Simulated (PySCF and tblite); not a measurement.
Results of a calculation; reference values are marked as such.
C₃H₅NO, numbered as in [CH2:1]=[CH:2][C:3]([NH2:4])=[O:5].

Search: ETKDG and KDG, MMFF94s, GFN2-xTB, 90 starts; geometries at PBE0-D3(BJ)/def2-SVP. Weights use PBE0-D3(BJ)/def2-TZVP (IEF-PCM, chloroform) energies plus GFN2-xTB zero-point and thermal terms (modes under about 100 cm⁻¹ blended into free rotors). Symmetry numbers and mirror images are counted. Conformers within 3 kcal/mol (GFN2-xTB free energy) were kept, 5 at most. Codes: tblite and PySCF.

Rotational constants are equilibrium values for the commonest isotopes; dipoles come from the energy level named and are polarised by its solvent model.

Torsions listed: C1–C2–C3–O5, O5–C3–N4–H4. Of a mirror pair one member is shown.

```tsv
conformer	shape	symmetry	weight %
1	0°, 0°	Cs	85.7
2	152°, 166°	C1 (pair)	14.3
```

Sets of constants, in random order:

```csv
set,A (MHz),B (MHz),C (MHz),abs μa (D),abs μb (D),abs μc (D)
P,10783,4246,3046,0.54,4.50,0.00
Q,10007,4296,3069,3.07,3.72,0.78
```

(1) Match each set to its conformer.

## Answers

(1) P is conformer 1, Q is conformer 2.
